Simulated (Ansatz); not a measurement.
Results of r²SCAN+rVV10 in Ansatz (plane waves, PAW) for hcp Y.

Run with plane-wave cutoff 500 eV, 24×24×14 k mesh (along the axes of the cell as run), Fermi–Dirac smearing 0.1 eV, scalar-relativistic PAW data made under PBE.

Computed at the level's own relaxed cell.

**Question.** What does this level give for the volume per atom, lattice constant a and lattice parameter c?

**Answer.** 
volume per atom: 33.11 Å³/atom
lattice constant a: 3.665 Å
lattice parameter c: 5.692 Å

Measured, for comparison: lattice constant a 3.648 Å, lattice parameter c 5.732 Å (293 K, no zero-point or thermal correction; as tabulated in Wikipedia's data pages). Computed (rounded) less measured: lattice constant a +0.5 %, lattice parameter c -0.7 %. A static lattice is as a rule a little smaller and stiffer than an uncorrected measurement, which narrows the difference in the lattice parameter c and would widen misses of the other sign.

Static lattice: no zero-point or thermal effects.

Ansatz is a first-principles code.
